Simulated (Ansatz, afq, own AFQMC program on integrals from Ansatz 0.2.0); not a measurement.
# BH3 (singlet): AFQMC on the coupled-cluster ladder at distance B1–H2 = 1.469 Å, cc-pVDZ

One table from this session's results is given with a row withheld; the runs are named, their logs left out.

Computed with Ansatz 0.2.0, Gaussian basis, and an in-house AFQMC program (afq) on its integrals; all values are calculated. Level: cc-pVDZ, frozen cores.

Plan: Full CI; PBE (unrestricted); r2SCAN (unrestricted); PBE0 (unrestricted); B3LYP (unrestricted); CCSD(T) on RHF; wB97M-V (unrestricted); B2PLYP (unrestricted); Full CI; CCSDT(Q) on RHF; CCSDTQ on RHF; Phaseless AFQMC, CISD trial on RHF; UHF.

7 further runs of the same task are left out: 7 that didn't finish.

**The system**

The geometry derives from a PBE0/def2-TZVP stationary point (not a proven minimum). One bond is set to the value named and the two fragments are kept rigid.

4 atoms, charge 0, spin multiplicity 1.

Atoms are counted from 1 here; the program's logs count them from 0.

Bond lengths: B1–H3 1.193 Å, B1–H4 1.193 Å. Angles: H3–B1–H4 120.0°.

Set-up of the first run:

Input file in.yaml:

```yaml
crystal:
  periodic: [false, false, false]
  atoms:
    - {symbol: B, position_ang: [-0.020073, -0.000245, 0.000004]}
    - {symbol: H, position_ang: [1.448818, 0.017672, -0.000313]}
    - {symbol: H, position_ang: [-0.629368, 1.025967, -0.002833]}
    - {symbol: H, position_ang: [-0.604154, -1.041014, 0.003099]}
basis:
  gaussian: {orbitals: cc-pVDZ}
correlation: {method: fci, electrons: outside_noble_gas}
```

Launch:

```
ansatz run in.yaml --threads 1 --pin off --events-out ev --progress --plain --max-ram 16896MiB --backend cuda --devices 0, --max-vram 18GiB
```

Steps of the session up to this table: Full CI; PBE (unrestricted); r2SCAN (unrestricted); PBE0 (unrestricted); B3LYP (unrestricted); CCSD(T) on RHF; wB97M-V (unrestricted); B2PLYP (unrestricted); CCSDT(Q) on RHF; CCSDTQ on RHF; Phaseless AFQMC, CISD trial on RHF; UHF.

One table of the session follows, with a row left open; its other results are not shown here.

On the RHF determinant, counted from full CI (exact for this spin and basis):

```
                                                level  from full CI (kcal/mol)
                                                   HF                   +75.94
                                                  MP2                   +17.30
                                                 CCSD                    +1.41
                                              CCSD(T)                        ?
                                             CCSDT(Q)                    +0.01
                                               CCSDTQ                     0.00
                                              full CI                     0.00
Phaseless AFQMC, CISD trial, step 0.005, 4000 walkers                    +0.01
```

Q: Estimate the row for CCSD(T) from the others.

The run gave: from full CI (kcal/mol): +0.30. In the column «from full CI (kcal/mol)» it lies between Phaseless AFQMC, CISD trial, step 0.005, 4000 walkers (+0.01) and CCSD (+1.41).

Caveats from the session: On RHF the phaseless walk with the CISD trial lies +0.01 kcal/mol from full CI, within three error bars.
